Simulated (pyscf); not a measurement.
Structures and frequencies: ωB97X-D3(BJ)/def2-SVP in PySCF.

Q: Estimate the classical barrier height and the reaction energy of CH₄ + F–GaH–F → H₃C–Ga(F)–F + H₂ at ωB97M-D3(BJ)/def2-TZVP. The step runs on the singlet surface, breaks C–H, Ga–H and forms C–Ga, H–H; take the separated reactants as zero.

A: ΔE‡ = 3.40 eV, ΔE = +0.29 eV. Zero-point energy shifts the barrier by -0.06 eV. It is a four-centre exchange, with an imaginary mode of 1782i cm⁻¹. On the reactant side the descent ends in a complex, 0.20 eV under the separated species and 3.60 eV under the saddle at ωB97X-D3(BJ)/def2-TZVP. This is the saddle that the search found; another between the same sides may lie lower. Elements up to Kr have no core potential and no relativistic terms here.
